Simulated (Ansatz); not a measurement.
`N[SiH3]`. The species carries charge 0 and has multiplicity 1.

Z-matrix (Å, degrees):
```
Si
N 1 1.720
H 1 1.486 2 107.9
H 1 1.494 2 116.0 3 -120.3
H 1 1.486 2 107.9 3 119.4
H 2 1.007 1 119.6 3 -168.6
H 2 1.007 1 119.6 3 49.2
```

(1) Give the diagnostics of a CCSD(T)/def2-TZVPP run (frozen core, Ansatz 0.2.0). (Best estimate.)

Results:

(1) Ansatz gave: T1 = 0.0094, largest single amplitude 0.013, largest double 0.030, (T) share of the correlation energy 3.1 %, 9 CCSD cycles. The RHF solution is stable towards an unrestricted one. T1 lies under the customary mark of 0.02 for closed shells.
